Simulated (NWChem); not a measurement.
The numbers come from NWChem runs, not from measurements. System: methylamine (CH5N), charge 0, spin multiplicity 1, at a geometry optimised with PBE0/def2-SVP. Level: CR-CCSD(T)/def2-TZVP, 2 core orbitals frozen.

Part of the output:

```
             Northwest Computational Chemistry Package (NWChem) 7.3.0
             --------------------------------------------------------

                                NWChem Input Module
                                -------------------

 Scaling coordinates for geometry "geometry" by  1.889725989
 (inverse scale =  0.529177249)

 Turning off AUTOSYM since
 SYMMETRY directive was detected!

                             Geometry "geometry" -> ""
                             -------------------------

 Output coordinates in angstroms (scale by  1.889725989 to convert to a.u.)

  No.       Tag          Charge          X              Y              Z
 ---- ---------------- ---------- -------------- -------------- --------------
    1 C                    6.0000    -0.08736300     0.69040100     0.00000000
    2 N                    7.0000     0.19678500    -0.72785100     0.00000000
    3 H                    1.0000     0.37300400     1.16401000    -0.88172500
    4 H                    1.0000     0.37300400     1.16401000     0.88172500
    5 H                    1.0000    -1.16060100     0.97707800     0.00000000
    6 H                    1.0000    -0.21936300    -1.17627400    -0.81332100
    7 H                    1.0000    -0.21936300    -1.17627400     0.81332100

 Effective nuclear repulsion energy (a.u.)      42.0591031738

            Nuclear Dipole moment (a.u.)
            ----------------------------
        X                 Y               Z
 ---------------- ---------------- ----------------
    -0.0000037795    -0.0000018897     0.0000000000

      Symmetry information
      --------------------

 Group name             Cs
 Group number              2
 Group order               2
 No. of unique centers     5

      Symmetry unique atoms

     1    2    3    5    6


 Summary of "ao basis" -> "" (spherical)
 ------------------------------------------------------------------------------
       Tag                 Description            Shells   Functions and Types
 ---------------- ------------------------------  ------  ---------------------
 *                         def2-tzvp                  on all atoms

 Summary of "ao basis" -> "ao basis" (spherical)
 ------------------------------------------------------------------------------
       Tag                 Description            Shells   Functions and Types
 ---------------- ------------------------------  ------  ---------------------
 C                         def2-tzvp                11       31   5s3p2d1f
 N                         def2-tzvp                11       31   5s3p2d1f
 H                         def2-tzvp                 4        6   3s1p

                                 NWChem SCF Module
                                 -----------------

  ao basis        = "ao basis"
  functions       =    92
  atoms           =     7
  closed shells   =     9
  open shells     =     0
  charge          =   0.00
  wavefunction    = RHF
  use symmetry    = T
  symmetry adapt  = T

 Summary of "ao basis" -> "ao basis" (spherical)
 ------------------------------------------------------------------------------
       Tag                 Description            Shells   Functions and Types
 ---------------- ------------------------------  ------  ---------------------
 C                         def2-tzvp                11       31   5s3p2d1f
 N                         def2-tzvp                11       31   5s3p2d1f
 H                         def2-tzvp                 4        6   3s1p

      Symmetry analysis of basis
      --------------------------

        a'         59
        a"         33

 Forming initial guess at       0.0s

      Superposition of Atomic Density Guess
      -------------------------------------

 Sum of atomic energies:         -94.48192602

      Non-variational initial energy
      ------------------------------

 Total energy =     -95.651676
 1-e energy   =    -209.189432
 2-e energy   =      71.478653
 HOMO         =      -0.317875
 LUMO         =       0.067657

      Symmetry analysis of molecular orbitals - initial
      -------------------------------------------------

  Numbering of irreducible representations:

     1 a'          2 a"
[...]
  ----- ------------  ---------------      ----- ------------  ---------------
     5      5.488312  1 C  s                 36     -2.627326  2 N  s
    65     -2.050349  3 H  s                 71     -2.050349  4 H  s
    77     -1.793768  5 H  s                 83      0.702542  6 H  s
    89      0.702542  7 H  s                 44     -0.475263  2 N  py
    43      0.337893  2 N  px                10     -0.293100  1 C  py

 Vector   12  Occ=0.000000D+00  E= 1.984598D-01  Symmetry=a"
              MO Center= -2.5D-01, -8.4D-01, -4.3D-14, r^2= 6.4D+00
   Bfn.  Coefficient  Atom+Function         Bfn.  Coefficient  Atom+Function
  ----- ------------  ---------------      ----- ------------  ---------------
    83      1.877215  6 H  s                 89     -1.877215  7 H  s
    45      1.001161  2 N  pz                65      0.941183  3 H  s
    71     -0.941183  4 H  s                 14      0.360000  1 C  pz
    64     -0.305159  3 H  s                 70      0.305159  4 H  s
    82     -0.216906  6 H  s                 88      0.216906  7 H  s

 center of mass
 --------------
 x =   0.05157673 y =  -0.05766987 z =   0.00000000

 moments of inertia (a.u.)
 ------------------
          80.319544730056           8.753419861417           0.000000000000
           8.753419861417          18.734060774940           0.000000000000
           0.000000000000           0.000000000000          78.338723456378

  Mulliken analysis of the total density
  --------------------------------------

    Atom       Charge   Shell Charges
 -----------   ------   -------------------------------------------------------
    1 C    6     6.17   0.85  1.12  0.48  0.64  0.10  1.22  1.32  0.31  0.03  0.08  0.01
    2 N    7     7.56   0.82  1.16  0.52  0.85  0.20  1.49  1.74  0.74  0.01  0.04  0.00
    3 H    1     0.90   0.27  0.50  0.11  0.02
    4 H    1     0.90   0.27  0.50  0.11  0.02
    5 H    1     0.92   0.27  0.50  0.13  0.02
    6 H    1     0.78   0.26  0.42  0.06  0.04
    7 H    1     0.78   0.26  0.42  0.06  0.04

       Multipole analysis of the density wrt the origin
       ------------------------------------------------

     L   x y z        total         open         nuclear
     -   - - -        -----         ----         -------
     0   0 0 0     -0.000000      0.000000     18.000000

     1   1 0 0     -0.556972      0.000000     -0.000004
     1   0 1 0      0.018170      0.000000     -0.000002
     1   0 0 1      0.000000      0.000000      0.000000

     2   2 0 0    -11.794596      0.000000      7.279125
     2   1 1 0      1.429293      0.000000     -3.978448
     2   1 0 1      0.000000      0.000000      0.000000
     2   0 2 0    -10.035342      0.000000     46.424021
     2   0 1 1     -0.000000      0.000000      0.000000
     2   0 0 2     -9.379914      0.000000     10.277023

                   NWChem Extensible Many-Electron Theory Module
                   ---------------------------------------------


            General Information
            -------------------
      Number of processors :     1
         Wavefunction type : Restricted Hartree-Fock
          No. of electrons :    18
           Alpha electrons :     9
            Beta electrons :     9
           No. of orbitals :   184
            Alpha orbitals :    92
             Beta orbitals :    92
        Alpha frozen cores :     2
         Beta frozen cores :     2
     Alpha frozen virtuals :     0
      Beta frozen virtuals :     0
         Spin multiplicity : singlet
    Number of AO functions :    92
       Number of AO shells :    42
        Use of symmetry is : on
      Symmetry adaption is : on
         Schwarz screening : 0.10D-09

          Correlation Information
          -----------------------
          Calculation type : Coupled-cluster singles & doubles w/ perturbation
   Perturbative correction : Completely renormalized (T)
            Max iterations :      100
        Residual threshold : 0.10D-05
     T(0) DIIS level shift : 0.00D+00
     L(0) DIIS level shift : 0.00D+00
     T(1) DIIS level shift : 0.00D+00
     L(1) DIIS level shift : 0.00D+00
     T(R) DIIS level shift : 0.00D+00
     T(I) DIIS level shift : 0.00D+00
   CC-T/L Amplitude update :  5-th order DIIS
                I/O scheme : Global Array Library
        L-threshold :  0.10D-05
        EOM-threshold :  0.10D-05
 no EOMCCSD initial starts read in
 TCE RESTART OPTIONS
 SLICE:      F
 D4D5:       F
 quantumc:   F
 qrotation:  F
 pwtce:      F
 qducc:      F
 nacto:                         0
 nrotv:                         0
 nrot:                          0

            Memory Information
            ------------------
          Available GA space size is     249028336 doubles
          Available MA space size is     104853164 doubles

 Maximum block size supplied by input
 Maximum block size        24 doubles

 tile_dim =     18

 -------------------------------------------------
   1    alpha     a'     5 doubles       0       1
   2    alpha     a"     2 doubles       5       2
   3    beta      a'     5 doubles       7       1
   4    beta      a"     2 doubles      12       2
   5    alpha     a'    17 doubles      14       5
   6    alpha     a'    17 doubles      31       6
   7    alpha     a'    18 doubles      48       7
   8    alpha     a"    15 doubles      66       8
   9    alpha     a"    16 doubles      81       9
  10    beta      a'    17 doubles      97       5
  11    beta      a'    17 doubles     114       6
  12    beta      a'    18 doubles     131       7
  13    beta      a"    15 doubles     149       8
  14    beta      a"    16 doubles     164       9

 Global array virtual files algorithm will be used

 Parallel file system coherency ......... OK

 4-electron integrals stored in orbital form

 v2    file size   =          6497534
 4-index algorithm nr.  13 is used
 imaxsize =       30
 imaxsize ichop =        0


CCSD iterations
 ---------------------------------------------------------
 Iter          Residuum       Correlation     Cpu    Wall
 ---------------------------------------------------------
    1   0.1598725921650  -0.3894942222583     0.4     0.4
    2   0.0416419591856  -0.4071373621925     0.5     0.5
    3   0.0147766538309  -0.4136873151450     0.5     0.5
    4   0.0059263579091  -0.4150884090221     0.5     0.5
    5   0.0025389423293  -0.4156497090967     0.5     0.5
    6   0.0005291794667  -0.4159406031134     0.5     0.5
    7   0.0001989624418  -0.4159795855835     0.5     0.5
    8   0.0000957315601  -0.4159774079275     0.5     0.5
    9   0.0000479814083  -0.4159780385356     0.5     0.5
   10   0.0000268019190  -0.4159784681310     0.4     0.4
   11   0.0000085708357  -0.4159787362391     0.5     0.5
   12   0.0000042277638  -0.4159791237665     0.5     0.5
   13   0.0000026347773  -0.4159791655012     0.5     0.5
   14   0.0000016413449  -0.4159791604868     0.4     0.4
   15   0.0000010622150  -0.4159791564725     0.4     0.4
   16   0.0000001692132  -0.4159791375918     0.4     0.4
 -----------------------------------------------------------------
 Iterations converged
 CCSD correlation energy / hartree =        -0.415979137591822
 CCSD total energy / hartree       =       -95.669303312715428

 Singles contributions

 Doubles contributions
 CR-CCSD(T)

 CR-CCSD[T]  correction energy / hartree =        -0.011576756578955
 CR-CCSD[T] correlation energy / hartree =        -0.427555894170777
 CR-CCSD[T] total energy / hartree       =       -95.680880069294389
 CR-CCSD(T)  correction energy / hartree =        -0.011253332837083
 CR-CCSD(T) correlation energy / hartree =        -0.427232470428906
 CR-CCSD(T) total energy / hartree       =       -95.680556645552514

 Task  times  cpu:       39.4s     wall:       39.4s

 Total times  cpu:       39.4s     wall:       39.4s
```

Q: Write an NWChem input that would produce this output.

A: Several could match; the one computed here: 
```
start mol
memory heap 100 mb stack 700 mb global 1900 mb
geometry units angstroms nocenter noautoz
  C     -0.087363     0.690401     0.000000
  N      0.196785    -0.727851     0.000000
  H      0.373004     1.164010    -0.881725
  H      0.373004     1.164010     0.881725
  H     -1.160601     0.977078     0.000000
  H     -0.219363    -1.176274    -0.813321
  H     -0.219363    -1.176274     0.813321
  symmetry group Cs
end
basis spherical
  * library def2-tzvp
end
scf
  rhf
  nopen 0
  maxiter 100
  thresh 1e-7
  semidirect memsize 60000000 filesize 0
end
tce
  freeze core 2
  cr-ccsd(t)
  2eorb
  2emet 13
  thresh 1e-6
  maxiter 100
  tilesize 24
end
task tce energy
```
